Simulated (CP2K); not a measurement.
# B2H4Cl− (SMILES B[BH2-]Cl): a chain of runs

We compute a geometry optimisation (singlet B2H4Cl−, GFN1-xTB), then energy and gradient (doublet [B2H4Cl]2−, GFN1-xTB), then energy and forces (doublet [B2H4Cl]2−, GFN1-xTB), then a structure relaxation (doublet [B2H4Cl]2−, GFN1-xTB), then a structure relaxation (doublet [B2H4Cl]2−, GFN1-xTB) of B2ClH4. 

The calculation is run with CP2K 2026.2.

2 further runs of the same task are left out: 2 set aside as unsound or not needed.

**1. The molecule**

B2H4Cl− has 7 atoms, charge -1, and is taken as a singlet. As SMILES, `B[BH2-]Cl`. The coordinates come from a GFN2-xTB relaxation. The run starts from this shape.

Bond lengths: B1–B2 1.668 Å, B2–Cl3 1.942 Å, B1–H4 1.187 Å, B1–H5 1.193 Å, B2–H6 1.214 Å, B2–H7 1.214 Å. Angles: B1–B2–Cl3 113.1°, B1–B2–H6 113.6°, B1–B2–H7 113.5°, Cl3–B2–H6 103.6°, Cl3–B2–H7 103.7°, B2–B1–H4 127.5°, B2–B1–H5 119.9°, H6–B2–H7 108.4°, H4–B1–H5 112.6°.

**2. A geometry optimisation at GFN1-xTB (run 1)**

job.inp

```
&GLOBAL
  PROJECT_NAME job
  RUN_TYPE GEO_OPT
  PRINT_LEVEL LOW
&END GLOBAL

&FORCE_EVAL
  METHOD QS
  &DFT
    CHARGE -1
    MULTIPLICITY 1
    &QS
      METHOD XTB
      EPS_DEFAULT 1.0E-10
      &XTB
        GFN_TYPE 1
        CHECK_ATOMIC_CHARGES F
      &END XTB
    &END QS
    &POISSON
      PERIODIC NONE
      POISSON_SOLVER ANALYTIC
    &END POISSON
    &SCF
      SCF_GUESS ATOMIC
      EPS_SCF 1.0E-07
      MAX_SCF 80
      ADDED_MOS 8
      &DIAGONALIZATION
        ALGORITHM STANDARD
      &END DIAGONALIZATION
      &MIXING
        METHOD DIRECT_P_MIXING
        ALPHA 0.4
      &END MIXING
      &SMEAR ON
        METHOD FERMI_DIRAC
        ELECTRONIC_TEMPERATURE [K] 300
      &END SMEAR
    &END SCF
    &PRINT
      &MOMENTS
        PERIODIC F
        REFERENCE COM
        MAX_MOMENT 1
      &END MOMENTS
      &MULLIKEN OFF
      &END MULLIKEN
      &HIRSHFELD OFF
      &END HIRSHFELD
    &END PRINT
  &END DFT
  &SUBSYS
    &CELL
      ABC [angstrom] 15 14.4 14.6
      PERIODIC NONE
    &END CELL
    &COORD
      B     -0.832540    -0.102690    -0.575030
      B      0.541540     0.210460     0.317780
      Cl     1.136380    -1.313640     1.363130
      H     -1.443690    -1.119080    -0.629330
      H     -1.303990     0.752440    -1.259920
      H      0.393860     1.085900     1.146030
      H      1.508450     0.486610    -0.362670
    &END COORD
    &TOPOLOGY
      &CENTER_COORDINATES
      &END CENTER_COORDINATES
    &END TOPOLOGY
  &END SUBSYS
&END FORCE_EVAL

&MOTION
  &GEO_OPT
    OPTIMIZER BFGS
    MAX_ITER 100
    MAX_FORCE 4.5E-04
    RMS_FORCE 3.0E-04
  &END GEO_OPT
  &PRINT
    &TRAJECTORY
      &EACH
        GEO_OPT 1
      &END EACH
    &END TRAJECTORY
    &FORCES ON
      &EACH
        GEO_OPT 1
      &END EACH
    &END FORCES
    &RESTART OFF
    &END RESTART
    &RESTART_HISTORY OFF
    &END RESTART_HISTORY
  &END PRINT
&END MOTION
```

Launch:

```bash
OMP_NUM_THREADS=1 cp2k.psmp -i job.inp > job.out 2>&1
```

Standard output:

```text
CP2K| version string:                                       CP2K version 2026.2
[...]
 GLOBAL| Method name                                                        CP2K
[...]
 GLOBAL| Run type                                                        GEO_OPT
[...]
                             - Atoms:                                          7
[...]
                             - Spherical basis functions:                     25
[...]
 Number of electrons:                                                         18
[...]
     1 P_Mix/Diag. 0.40E+00    0.0     0.07630143        -9.4260101278 -9.43E+00
[...]
  *** SCF run converged in    11 steps ***
[...]
 ENERGY| Total FORCE_EVAL ( QS ) energy [hartree]             -9.429650773519409
[...]
 OPT| Step number                                                              0
[...]
 OPT| Total energy [hartree]                                       -9.4296507735
[...]
 OPT| Step number                                                              5
[...]
 OPT| Total energy [hartree]                                       -9.4318973242
[...]
 OPT| Step number                                                              6
[...]
 OPT| Total energy [hartree]                                       -9.4318980220
[...]
 ***                    GEOMETRY OPTIMIZATION COMPLETED                      ***
[...]
     6 DIIS/Diag.  0.70E-07    0.0     0.00000008        -9.4318980220 -7.11E-15
  *** SCF run converged in     6 steps ***
[...]
  Fermi energy:                                                -0.11601569982998
[...]
 TB_DIPOLE| Moment [Debye]          0.12487622      -0.41627890       0.25781095
 TB_DIPOLE| Derivative [a.u.]       0.00000000       0.00000000       0.00000000
 ENERGY| Total FORCE_EVAL ( QS ) energy [hartree]             -9.431898022044527
[...]
```

It took 0.66 s on 1 thread of Arm Neoverse N1, shared host; peak memory 0.15 GiB.

Steps, from the record of the run:

```tsv
step	energy from the first frame kept (eV)	largest force (eV/Å)
1	0.0000	0.6552
2	-0.0160	0.2445
3	-0.0185	0.1120
4	-0.0191	0.0510
5	-0.0192	0.0080
6	-0.0192	0.0051
7	-0.0192	0.0051
```

After the run. Bond lengths: B1–B2 1.628 Å, B2–Cl3 2.033 Å, B1–H4 1.204 Å, B1–H5 1.211 Å, B2–H6 1.213 Å, B2–H7 1.213 Å. Angles: B1–B2–Cl3 112.4°, B1–B2–H6 113.5°, B1–B2–H7 113.4°, Cl3–B2–H6 104.2°, Cl3–B2–H7 104.2°, B2–B1–H4 128.8°, B2–B1–H5 119.4°, H6–B2–H7 108.3°, H4–B1–H5 111.7°.

**3. Doublet [B2H4Cl]2−: energy and gradient at GFN1-xTB (run 2)**

qs.inp

```
&GLOBAL
  PROJECT qs
  RUN_TYPE ENERGY_FORCE
  PRINT_LEVEL MEDIUM
&END GLOBAL
&FORCE_EVAL
  METHOD QS
  &DFT
    CHARGE -2
    MULTIPLICITY 2
    UNRESTRICTED_KOHN_SHAM T
    # Quickstep
    &QS
      METHOD XTB
      EPS_DEFAULT 1.0E-10
      &XTB
        GFN_TYPE 1
        CHECK_ATOMIC_CHARGES F
      &END XTB
    &END QS
    &POISSON
      PERIODIC NONE
      POISSON_SOLVER ANALYTIC
    &END POISSON
    &SCF
      SCF_GUESS ATOMIC
      EPS_SCF 1.0E-07
      MAX_SCF 100
      &DIAGONALIZATION
        ALGORITHM STANDARD
      &END DIAGONALIZATION
      &MIXING
        METHOD BROYDEN_MIXING
        ALPHA 0.4
        NBUFFER 8
      &END MIXING
    &END SCF
    &PRINT
      &MOMENTS
        PERIODIC F
        REFERENCE COM
        MAX_MOMENT 1
      &END MOMENTS
      &MO ON
        ENERGIES T
        OCCUPATION_NUMBERS T
        NDIGITS 6
        &EACH
          QS_SCF 0
        &END EACH
        ADD_LAST NUMERIC
      &END MO
      &HIRSHFELD OFF
      &END HIRSHFELD
    &END PRINT
  &END DFT
  # atoms, cell and kinds
  &SUBSYS
    # vacuum box
    &CELL
      ABC 14.9 14.5 14.7
      PERIODIC NONE
    &END CELL
    &COORD
      B      6.656269     7.214932     6.687447
      B      7.997353     7.536884     7.552673
      Cl     8.616916     5.938178     8.645260
      H      6.026705     6.190474     6.623383
      H      6.175284     8.080656     5.990839
      H      7.843667     8.417257     8.373173
      H      8.957155     7.818712     6.865979
    &END COORD
    &TOPOLOGY
      &CENTER_COORDINATES
      &END CENTER_COORDINATES
    &END TOPOLOGY
  &END SUBSYS
  # extra output
  &PRINT
    &FORCES ON
    &END FORCES
  &END PRINT
&END FORCE_EVAL
```

Launch:

```bash
OMP_NUM_THREADS=1 cp2k.psmp -i qs.inp > qs.out 2>&1
```

Standard output:

```text
CP2K| version string:                                       CP2K version 2026.2
 CP2K| Input file name                                                    qs.inp

[... 52 lines left out ...]
 xTB| tblite SCC mixer weight factor:                                  1.000E-02
[... 241 lines left out ...]
  Repulsive potential energy:                                   0.05964522600537
[... 2 lines left out ...]
  Dispersion energy:                                           -0.00166778634776
[... 8 lines left out ...]
 *  \___/     SCF run NOT converged. To continue the calculation regardless,   *
 *    |             please set the keyword IGNORE_CONVERGENCE_FAILURE.         *
[... 5 lines left out ...]
 ===== Routine Calling Stack =====

            4 scf_env_do_scf
            3 qs_energies
            2 qs_forces
            1 CP2K

Program received signal SIGABRT: Process abort signal.

Backtrace for this error:
#0  0x542efda3f957 in ???
#1  0x542f1e2f4cac in __pthread_kill_implementation
#2  0x542f1e29bfb7 in raise
#3  0x542f1e285d37 in abort
#4  0x542efe112d83 in ???
#5  0x542efe114297 in ???
#6  0x542efefe99ab in ???
#7  0x542efeff3c7b in ???
#8  0x542efee6555b in ???
#9  0x542efdcf4d13 in ???
#10  0x542efdaea0cf in ???
#11  0x542efe3c745f in ???
#12  0x542efe3c9d0b in ???
#13  0x542efdae0db3 in ???
#14  0x542efdadef13 in ???
#15  0x542f1e286573 in __libc_start_call_main
#16  0x542f1e286657 in __libc_start_main_impl
#17  0x542efdadf06f in ???
#18  0xffffffffffffffff in ???
```

Run time: 0.66 s. Hardware: 1 thread of Arm Neoverse N1, shared host; peak memory 0.15 GiB.

No converged result was reached.

**4. Doublet [B2H4Cl]2−: energy and gradient at GFN1-xTB (run 3)**

run.inp

```
&GLOBAL
  PROJECT_NAME run
  RUN_TYPE ENERGY_FORCE
  PRINT_LEVEL MEDIUM
&END GLOBAL
&FORCE_EVAL
  METHOD Quickstep
  &DFT
    CHARGE -2
    MULTIPLICITY 2
    SPIN_POLARIZED T
    # Quickstep
    &QS
      METHOD XTB
      EPS_DEFAULT 1.0E-10
      &XTB
        GFN_TYPE 1
        CHECK_ATOMIC_CHARGES F
      &END XTB
    &END QS
    &POISSON
      PERIODIC NONE
      POISSON_SOLVER ANALYTIC
    &END POISSON
    &SCF
      SCF_GUESS ATOMIC
      EPS_SCF 1.0E-07
      MAX_SCF 40
      &OT
        MINIMIZER CG
        PRECONDITIONER FULL_SINGLE_INVERSE
      &END OT
      &OUTER_SCF
        EPS_SCF 1.0E-07
        MAX_SCF 10
      &END OUTER_SCF
    &END SCF
    # extra output
    &PRINT
      &MOMENTS
        PERIODIC F
        REFERENCE COM
        MAX_MOMENT 1
      &END MOMENTS
      &MO_CUBES
        NLUMO 3
        NHOMO -1
        WRITE_CUBE F
      &END MO_CUBES
      &HIRSHFELD OFF
      &END HIRSHFELD
    &END PRINT
  &END DFT
  &SUBSYS
    # vacuum box
    &CELL
      ABC 14.9 14.5 14.7
      PERIODIC NONE
    &END CELL
    &COORD
      B      6.656269     7.214932     6.687447
      B      7.997353     7.536884     7.552673
      Cl     8.616916     5.938178     8.645260
      H      6.026705     6.190474     6.623383
      H      6.175284     8.080656     5.990839
      H      7.843667     8.417257     8.373173
      H      8.957155     7.818712     6.865979
    &END COORD
    &TOPOLOGY
      &CENTER_COORDINATES
      &END CENTER_COORDINATES
    &END TOPOLOGY
  &END SUBSYS
  &PRINT
    &FORCES ON
    &END FORCES
  &END PRINT
&END FORCE_EVAL
```

Launch:

```bash
OMP_NUM_THREADS=1 cp2k.psmp -i run.inp -o run.out
```

Standard output:

```text
CP2K| version string:                                       CP2K version 2026.2
[...]
 GLOBAL| Method name                                                        CP2K
[...]
 GLOBAL| Run type                                                   ENERGY_FORCE
[...]
                             - Atoms:                                          7
[...]
                             - Spherical basis functions:                     25
[...]
 Number of electrons:                                                         10
[...]
     1 OT CG       0.80E-01    0.0     0.01316646        -9.3746853157 -9.37E+00
[...]
    36 OT CG       0.25E-01    0.0     0.00000006       -15.0619761838 -9.59E-14
  *** SCF run converged in    36 steps ***
[...]
 TB_DIPOLE| Moment [Debye]         15.70061167      -3.09823403      12.83382331
 TB_DIPOLE| Derivative [a.u.]       0.00000000       0.00000000       0.00000000
[...]
 ENERGY| Total FORCE_EVAL ( QS ) energy [hartree]            -15.061976183831181
 FORCES| Atomic forces [hartree/bohr]
 FORCES|   Atom     x               y               z               |f|
 FORCES|      1 -4.43562867E-01  4.17014323E-02 -3.47614981E-01   5.65086897E-01
 FORCES|      2 -1.25745282E+00 -3.45989012E-01 -7.93579677E-01   1.52665146E+00
 FORCES|      3 -9.47129958E-03  4.23365994E-02 -2.38355066E-02   4.94997428E-02
 FORCES|      4  9.98113984E-01  1.63829151E+00  9.61340539E-02   1.92079992E+00
 FORCES|      5  7.33764330E-01 -1.35434956E+00  1.07605449E+00   1.87898007E+00
 FORCES|      6  6.09421774E-05 -1.67625298E-02 -1.81491827E-02   2.47058485E-02
 FORCES|      7 -2.14522713E-02 -5.22843636E-03  1.09908042E-02   2.46644333E-02
 FORCES| Sum    -2.77555756E-17  1.12757026E-16  6.50521303E-16
 FORCES| Total atomic force                                       6.60804423E-16
[...]
```

It took 4.8 s on 1 thread of Arm Neoverse N1, shared host; peak memory 0.15 GiB.

**5. Doublet [B2H4Cl]2−: a structure relaxation at GFN1-xTB (run 4)**

calc.inp

```
&GLOBAL
 PROJECT calc
 RUN_TYPE GEO_OPT
 PRINT_LEVEL LOW
&END GLOBAL

&FORCE_EVAL
 METHOD QUICKSTEP
 &DFT
  CHARGE -2
  MULTIPLICITY 2
  UKS T
  &QS
   METHOD XTB
   EPS_DEFAULT 1.0E-10
   &XTB
    GFN_TYPE 1
    CHECK_ATOMIC_CHARGES F
   &END XTB
  &END QS
  &POISSON
   PERIODIC NONE
   POISSON_SOLVER ANALYTIC
  &END POISSON
  &SCF
   SCF_GUESS ATOMIC
   EPS_SCF 1.0E-07
   MAX_SCF 100
   &DIAGONALIZATION
    ALGORITHM STANDARD
   &END DIAGONALIZATION
   &MIXING
    METHOD BROYDEN_MIXING
    ALPHA 0.4
    NBUFFER 8
   &END MIXING
  &END SCF
  &PRINT
   &MOMENTS
    PERIODIC F
    REFERENCE COM
    MAX_MOMENT 1
   &END MOMENTS
   &MULLIKEN OFF
   &END MULLIKEN
   &HIRSHFELD OFF
   &END HIRSHFELD
  &END PRINT
 &END DFT
 &SUBSYS
  &CELL
   ABC [angstrom] 14.9 14.5 14.7
   PERIODIC NONE
  &END CELL
  &COORD
   B      6.656269     7.214932     6.687447
   B      7.997353     7.536884     7.552673
   Cl     8.616916     5.938178     8.645260
   H      6.026705     6.190474     6.623383
   H      6.175284     8.080656     5.990839
   H      7.843667     8.417257     8.373173
   H      8.957155     7.818712     6.865979
  &END COORD
  &TOPOLOGY
   &CENTER_COORDINATES
   &END CENTER_COORDINATES
  &END TOPOLOGY
 &END SUBSYS
&END FORCE_EVAL

&MOTION
 &GEO_OPT
  OPTIMIZER BFGS
  MAX_ITER 100
  MAX_FORCE 4.5E-04
  RMS_FORCE 3.0E-04
 &END GEO_OPT
 &PRINT
  &TRAJECTORY
   &EACH
    GEO_OPT 1
   &END EACH
  &END TRAJECTORY
  &FORCES ON
   &EACH
    GEO_OPT 1
   &END EACH
  &END FORCES
  &RESTART OFF
  &END RESTART
  &RESTART_HISTORY OFF
  &END RESTART_HISTORY
 &END PRINT
&END MOTION
```

Launch:

```bash
OMP_NUM_THREADS=1 cp2k.psmp -i calc.inp -o calc.out
```

Standard output:

```text
CP2K| version string:                                       CP2K version 2026.2
 CP2K| Input file name                                                  calc.inp

[... 75 lines left out ...]
  Step     Update method      Time    Convergence         Total energy    Change
[... 105 lines left out ...]
  Repulsive potential energy:                                   0.05964522600537
[... 1 line left out ...]
  DFTB3 3rd order energy:                                      -0.02681431583281
[... 3 lines left out ...]
  Total energy:                                                -9.38120573231057
[... 5 lines left out ...]
 *  \___/     SCF run NOT converged. To continue the calculation regardless,   *
 *    |             please set the keyword IGNORE_CONVERGENCE_FAILURE.         *
[... 5 lines left out ...]
 ===== Routine Calling Stack =====

            7 scf_env_do_scf
            6 qs_energies
            5 qs_forces
            4 cp_eval_at
            3 geoopt_bfgs
            2 cp_geo_opt
            1 CP2K

Program received signal SIGABRT: Process abort signal.

Backtrace for this error:
#0  0x404b526df957 in ???
#1  0x404b72f94cac in __pthread_kill_implementation
#2  0x404b72f3bfb7 in raise
#3  0x404b72f25d37 in abort
#4  0x404b52db2d83 in ???
#5  0x404b52db4297 in ???
#6  0x404b53c899ab in ???
#7  0x404b53c93c7b in ???
#8  0x404b53b0555b in ???
#9  0x404b52994d13 in ???
#10  0x404b5278a0cf in ???
#11  0x404b5425f98b in ???
#12  0x404b54f214c3 in ???
#13  0x404b5425ed83 in ???
#14  0x404b53066f57 in ???
#15  0x404b53069d0b in ???
#16  0x404b52780db3 in ???
#17  0x404b5277ef13 in ???
#18  0x404b72f26573 in __libc_start_call_main
#19  0x404b72f26657 in __libc_start_main_impl
#20  0x404b5277f06f in ???
#21  0xffffffffffffffff in ???
```

Wall time 0.68 s (1 thread of Arm Neoverse N1, shared host); peak memory 0.15 GiB.

No converged result was reached.

**6. Doublet [B2H4Cl]2−: a structure relaxation at GFN1-xTB (run 5)**

qs.inp

```
&GLOBAL
   PROJECT_NAME qs
   RUN_TYPE GEO_OPT
   PRINT_LEVEL LOW
&END GLOBAL
&FORCE_EVAL
   METHOD QUICKSTEP
   &DFT
      CHARGE -2
      MULTIPLICITY 2
      UKS T
      &QS
         METHOD XTB
         EPS_DEFAULT 1.0E-10
         &XTB
            GFN_TYPE 1
            CHECK_ATOMIC_CHARGES F
         &END XTB
      &END QS
      &POISSON
         PERIODIC NONE
         POISSON_SOLVER ANALYTIC
      &END POISSON
      &SCF
         SCF_GUESS ATOMIC
         EPS_SCF 1.0E-07
         MAX_SCF 40
         &OT
            MINIMIZER CG
            PRECONDITIONER FULL_SINGLE_INVERSE
         &END OT
         &OUTER_SCF
            EPS_SCF 1.0E-07
            MAX_SCF 10
         &END OUTER_SCF
      &END SCF
      &PRINT
         &MOMENTS
            PERIODIC F
            REFERENCE COM
            MAX_MOMENT 1
         &END MOMENTS
         &MULLIKEN OFF
         &END MULLIKEN
         &HIRSHFELD OFF
         &END HIRSHFELD
      &END PRINT
   &END DFT
   &SUBSYS
      &CELL
         ABC 14.9 14.5 14.7
         PERIODIC NONE
      &END CELL
      &COORD
         B      6.656269     7.214932     6.687447
         B      7.997353     7.536884     7.552673
         Cl     8.616916     5.938178     8.645260
         H      6.026705     6.190474     6.623383
         H      6.175284     8.080656     5.990839
         H      7.843667     8.417257     8.373173
         H      8.957155     7.818712     6.865979
      &END COORD
      &TOPOLOGY
         &CENTER_COORDINATES
         &END CENTER_COORDINATES
      &END TOPOLOGY
   &END SUBSYS
&END FORCE_EVAL
&MOTION
   &GEO_OPT
      OPTIMIZER BFGS
      MAX_ITER 100
      MAX_FORCE 4.5E-04
      RMS_FORCE 3.0E-04
   &END GEO_OPT
   &PRINT
      &TRAJECTORY
         &EACH
            GEO_OPT 1
         &END EACH
      &END TRAJECTORY
      &FORCES ON
         &EACH
            GEO_OPT 1
         &END EACH
      &END FORCES
      &RESTART OFF
      &END RESTART
      &RESTART_HISTORY OFF
      &END RESTART_HISTORY
   &END PRINT
&END MOTION
```

Launch:

```bash
OMP_NUM_THREADS=1 cp2k.psmp -i qs.inp > qs.out 2>&1
```

Standard output:

```text
CP2K| version string:                                       CP2K version 2026.2
 CP2K| Input file name                                                    qs.inp

[... 194 lines left out ...]
  Dispersion energy:                                           -0.00166778634776
[... 136 lines left out ...]
 OPT| Convergence limit for RMS step size                           0.0015000000
[... 154 lines left out ...]
  Dispersion energy:                                           -0.00176189583780
[... 153 lines left out ...]
  Repulsive potential energy:                                  10.15750393005321
[... 129 lines left out ...]
  Total energy:                                              -179.37222018517718
[... 126 lines left out ...]
  outer SCF loop FAILED to converge after   11 iterations or  869 steps
[... 5 lines left out ...]
 *  \___/     SCF run NOT converged. To continue the calculation regardless,   *
 *    |             please set the keyword IGNORE_CONVERGENCE_FAILURE.         *
[... 5 lines left out ...]
 ===== Routine Calling Stack =====

            7 scf_env_do_scf
            6 qs_energies
            5 qs_forces
            4 cp_eval_at
            3 geoopt_bfgs
            2 cp_geo_opt
            1 CP2K

Program received signal SIGABRT: Process abort signal.

Backtrace for this error:
#0  0x5169adf6f957 in ???
#1  0x5169ce824cac in __pthread_kill_implementation
#2  0x5169ce7cbfb7 in raise
#3  0x5169ce7b5d37 in abort
#4  0x5169ae642d83 in ???
#5  0x5169ae644297 in ???
#6  0x5169af5199ab in ???
#7  0x5169af523c7b in ???
#8  0x5169af39555b in ???
#9  0x5169ae224d13 in ???
#10  0x5169ae01a0cf in ???
#11  0x5169afaef98b in ???
#12  0x5169b07b2a7b in ???
#13  0x5169afaeed83 in ???
#14  0x5169ae8f6f57 in ???
#15  0x5169ae8f9d0b in ???
#16  0x5169ae010db3 in ???
#17  0x5169ae00ef13 in ???
#18  0x5169ce7b6573 in __libc_start_call_main
#19  0x5169ce7b6657 in __libc_start_main_impl
#20  0x5169ae00f06f in ???
#21  0xffffffffffffffff in ???
```

Run time: 19 s. Hardware: 1 thread of Arm Neoverse N1, shared host; peak memory 0.15 GiB.

No converged result was reached.

**7. What came out**

| quantity | value |
| --- | --- |
| run 1, GFN1-xTB: total energy at the end | -9.43190 Eh |
| run 1, GFN1-xTB: dispersion energy | -4.38 kJ/mol |
| doublet [B2H4Cl]2−, run 2 | no result (not converged) |
| doublet [B2H4Cl]2−, run 3 | no result (charge collapsed onto one atom) |
| doublet [B2H4Cl]2−, run 4 | no result (not converged) |
| doublet [B2H4Cl]2−, run 5 | no result (not converged) |

**Reading.** The optimisation (run 1, GFN1-xTB) took 6 steps and changed the energy by -0.061 eV. 3 of the 5 runs did not end normally. 1 of the 5 runs ended normally but are set aside, since settings or state are in doubt.
